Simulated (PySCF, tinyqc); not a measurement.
Coupled-perturbed Hartree-Fock on RHF in the sto-3g basis, for CH+, spin multiplicity 1, step by step. The lowest restricted solution is unstable here: a spin-polarised one lies 0.0126 hartree lower (PySCF). One step of it, computed by the program tinyqc.

Task: Response to a field: uncoupled start. Field along z; U_ai = -mu_ai / (e_a - e_i), alpha = -4 sum U_ai mu_ai.

orbital energies (hartree): [-11.717200, -1.277428, -0.871382, -0.297568, -0.297568, 0.231342]

dipole integrals <a|z|i> (bohr), order a4, a5, a6:
```
[[0.000000, 0.000000, 0.000000],
 [0.000000, 0.000000, 0.000000],
 [-0.066348, 0.508302, 0.876327]]
```

Give: uncoupled U; uncoupled polarisability.

Result:

uncoupled U, order a4, a5, a6:
```
[[0.000, 0.000, 0.000],
 [0.000, 0.000, 0.000],
 [0.006, -0.337, -0.795]]
```

uncoupled polarisability = 3.472 bohr^3
